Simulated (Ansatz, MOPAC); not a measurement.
Process, species as SMILES: CNB(C)C -> C[B]NC + [CH3] (CH3) (the B-C bond breaks)

Property: bond dissociation energy (enthalpy at 298 K), in kcal/mol. Terms: dispersion terms only where a functional's name holds one; open shells spin-unrestricted; frozen cores in correlated levels; non-relativistic; 6-31G* and kin with 6d, 5d where marked; 6-311+G** with 5d; no spin-orbit coupling; LANL2DZ all-electron up to Ne. CBS(X,Y): correlation extrapolated as X^-3; Hartree-Fock from the larger set. First-principles rows: single points at B3LYP-D3(BJ) geometries (Ansatz, a program for electronic structure), with unscaled harmonic terms from B3LYP/6-31G* (Ansatz) at its own minima. Semi-empirical rows: MOPAC heats of formation at their own minima for 298 K.

Coupled cluster (Ansatz) is a level with limits of its own, used here on species with T1 under 0.025 (0.045 for open shells) and stable references: CCSD(T)/CBS(cc-pVTZ,cc-pVQZ).

Value to compare with, CCSD(T)/CBS(cc-pVTZ,cc-pVQZ) (Ansatz): 102.4 kcal/mol.

```tsv
level	program	bond dissociation energy (enthalpy at 298 K) (kcal/mol)	difference
PM6	MOPAC	80.8	-21.6
HF/LANL2DZ	Ansatz	74.0	-28.4
HF/6-311+G**	Ansatz	72.4	-30.0
B3LYP/6-31G*	Ansatz	98.8	-3.6
B3LYP/6-31+G*	Ansatz	95.4	-7.0
B3LYP/6-31G**	Ansatz	99.0	-3.4
r2SCAN-D4/def2-TZVPD	Ansatz + dftd4	94.2	-8.2
wB97M-V/def2-TZVPD	Ansatz	104.4	2.0
wB97X-V/def2-TZVPD	Ansatz	103.8	1.4
```

Among the 6 habitual levels, HF/6-311+G** lies farthest from CCSD(T)/CBS(cc-pVTZ,cc-pVQZ) (Ansatz) (-30.0 kcal/mol); 0 of 6 lie above it, and their mean absolute difference is 15.7 kcal/mol, the median 14.3. One case shows no general order.

The levels are drawn from those run, B3LYP/6-31G* more often than the rest, none by its result; left out are runs that failed, that the program found above a lower state of the same kind, or whose <S^2> lies over 0.5 above the pure value.
